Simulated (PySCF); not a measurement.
NO2, charge -1, multiplicity 1.

```xyz
3

O      0.0000     1.0684    -0.2003
N      0.0000     0.0000     0.4579
O      0.0000    -1.0684    -0.2003
```
Charge -1, spin multiplicity 1.

Geometry optimised at B3LYP-D3(BJ)/def2-TZVPD. The spin state was assumed, not searched. The isomer is the one that the SMILES or the coordinates give; other isomers of the formula were not compared.

The numbers are results of HF/pcSseg-2 (PySCF), not measurements. Non-relativistic, no solvent.

Problem. Give the absolute GIAO shielding of each atom: isotropic value and principal components (ppm). (An estimate is asked for; the answer gives what the named calculation found.)

Solution. 
```
atom  σ(iso)      σ11     σ22    σ33    span
----  ------  -------  ------  -----  ------
O1    -505.1  -1245.1  -422.3  152.1  1397.2
N2    -637.4  -1571.1  -435.2   94.1  1665.2
O3    -505.1  -1245.1  -422.3  152.1  1397.2
```
